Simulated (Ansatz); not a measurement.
# BH₂OSi radical (SMILES [O]B=[SiH2]): single points off equilibrium

The task here is to estimate one member of a computed series from the others.

The runs use Ansatz 0.2.0, Gaussian basis; single points in def2-TZVPP.

Cores are frozen in the correlated methods. Orbitals are unrestricted. B3LYP uses VWN-RPA correlation.

## Where the work starts

SMILES `[O]B=[SiH2]`, 5 atoms, charge 0, spin multiplicity 2.

Atoms are counted from 1 here; the program's logs count them from 0.

Bond lengths: O1–B2 1.073 Å, B2–Si3 2.125 Å, Si3–H4 1.488 Å, Si3–H5 1.515 Å. Angles: O1–B2–Si3 177.2°, B2–Si3–H4 126.8°, B2–Si3–H5 120.6°, H4–Si3–H5 112.5°.

Geometry (Å):

```xyz
5

O    -0.72270   -0.69860    2.26570
B    -0.44560   -0.40760    1.27080
Si    0.20170    0.16940   -0.66960
H     0.09470   -0.63190   -1.91880
H     0.93040    1.48080   -0.88140
```

The first run:

File run/in.yaml:

```yaml
crystal:
  periodic: [false, false, false]
  atoms:
    - {symbol: O, position_ang: [-0.722700, -0.698600, 2.265700]}
    - {symbol: B, position_ang: [-0.445600, -0.407600, 1.270800]}
    - {symbol: Si, position_ang: [0.201700, 0.169400, -0.669600]}
    - {symbol: H, position_ang: [0.094700, -0.631900, -1.918800]}
    - {symbol: H, position_ang: [0.930400, 1.480800, -0.881400]}
basis:
  gaussian: {orbitals: def2-TZVPP}
magnetization: {spin_polarized: true, initial_magnetization: 1}
correlation: {method: ccsd_t}
scf: {omitted_lower_state_checks: [cluster_reference]}
output: {forces: true}
```

The command line of these runs was not kept.

Steps of the session up to this table: CCSD(T)/def2-TZVPP; PBE0-D4/def2-TZVPP; wB97M-V/def2-TZVPP; r2SCAN-D4/def2-TZVPP; PBE-D4/def2-TZVPP; B3LYP-D4/def2-TZVPP; r2SCANh-D4/def2-TZVPP.

One of the session's tables, all rows but one given; the rest of the session is left out.

```
    method  RMS force component (eV/Å)  angle to CCSD(T) forces (°)  dipole (D)
   CCSD(T)                       7.290                    reference        2.65
   PBE0-D4                       6.886                          0.5        2.77
   wB97M-V                       6.925                          0.6        2.76
 r2SCAN-D4                       7.035                          0.4        2.71
    PBE-D4                       7.248                          0.9        2.64
  B3LYP-D4                       6.866                          0.3        2.76
r2SCANh-D4                           ?                            ?           ?
```

**Question.** Estimate the row for r2SCANh-D4.

The run gave: RMS force component (eV/Å): 6.920; angle to CCSD(T) forces (°): 0.4; dipole (D): 2.76. In the column «RMS force component (eV/Å)» it lies between PBE0-D4 (6.886) and wB97M-V (6.925).
